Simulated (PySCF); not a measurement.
The same gas-phase reaction for B, Ga, In:
- 2 BF + BH₃ → 3 BH + 2 F
- 2 GaF + GaH₃ → 3 GaH + 2 F
- 2 InF + InH₃ → 3 InH + 2 F

Energies from PySCF (xtb for GFN2), thermal terms from the rigid-rotor harmonic-oscillator model, ideal gas at 1 bar. † marks an energy on the PBE0/def2-TZVP geometry and frequencies; other levels use their own. MP2 and CCSD(T) freeze the core. Open shells (unrestricted): F (multiplicity 2); the rest are closed-shell singlets. GFN2 has no spin-polarisation term. Spin-orbit splitting is ignored; it lowers the true energy and changes the entropy of F. B3LYP is the form with VWN-RPA correlation. In: scalar-relativistic def2 core potential, no spin-orbit coupling. Ga: all electrons, no relativistic terms. GaH₃, GaH, InH₃, InH: computed as isolated molecules; such fragments, hydroxides, amides, oligomers or adducts are transient or little studied in the gas. MP2 isn't extrapolated to the basis-set limit. CCSD(T) isn't extrapolated to the basis-set limit.

ΔH°(298 K) in kJ, by level:

| level | B | Ga | In |
|---|---|---|---|
| ωB97M-V/def2-TZVP† | 1625.0 | 1117.4 | ? |
| ωB97X-V/def2-TZVP† | 1617.7 | 1130.8 | 1007.5 |
| BLYP/def2-TZVP† | 1629.2 | 1115.6 | ? |
| CCSD(T)/def2-TZVPP† | 1561.9 | 1102.6 | ? |
| MP2/def2-TZVPP† | 1670.3 | 1189.5 | ? |
| B3LYP/def2-TZVP† | 1612.6 | 1095.8 | ? |
| GFN2-xTB | 1561.4 | 1213.1 | ? |

**Question.** Complete the blanks.

**Answer.** 
- ωB97M-V/def2-TZVP†, In: 996.5
- BLYP/def2-TZVP†, In: 994.2
- CCSD(T)/def2-TZVPP†, In: 965.9
- MP2/def2-TZVPP†, In: 1038.7
- B3LYP/def2-TZVP†, In: 969.4
- GFN2-xTB, In: 1021.8
